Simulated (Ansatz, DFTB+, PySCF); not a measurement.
**Ladder of methods for the lattice constant a of diamond**

Reference value: 3.553 Å (measured, static lattice: zero-point anharmonic expansion removed, our sources range from 3.543 to 3.555; as tabulated in Mejia-Rodriguez and Trickey (2018), arXiv:1807.09216).

```csv
level (code),value (Å)
DFTB cp2k-nonscc (DFTB+),3.569
LDA (Ansatz),___
PBE (Ansatz),3.572
B3LYP (VWN-RPA form) (Ansatz),3.568
Hartree–Fock (Ansatz),3.551
MP2 (PySCF),___
CCSD (PySCF),3.542 ± 0.02
```

Task: Fill in the missing entries.

Result: 
- LDA (Ansatz, a first-principles code), value (Å): 3.532
- MP2 (PySCF), value (Å): 3.537 ± 0.02

Errors against the reference: DFTB cp2k-nonscc +0.45 %, LDA -0.59 %, PBE +0.53 %, B3LYP (VWN-RPA form) +0.42 %, Hartree–Fock -0.06 %, MP2 -0.45 %, CCSD -0.31 %.

Once the reference is moved by up to 0.28 % (a margin picked here for doubts on the reference and the settings) and values within 0.10 % count as equal, the nearest can be Hartree–Fock (-0.06 %), CCSD (-0.31 %), B3LYP (VWN-RPA form) (+0.42 %) or DFTB cp2k-nonscc (+0.45 %). Within 2 %: DFTB cp2k-nonscc, LDA, PBE, B3LYP (VWN-RPA form), Hartree–Fock, MP2, CCSD.

A ± on a computed value is a rough bar: the spread of its extrapolation, a floor set from checks against published values, or a statistical error. DFTB cp2k-nonscc: this tight-binding set is not self-consistent in the charges. Cutoffs and k meshes differ between the levels. Ansatz's density-functional and Hartree–Fock values are scalar-relativistic unless marked +SOC, with PAW data made under PBE.

Differences are worked out from the printed values.
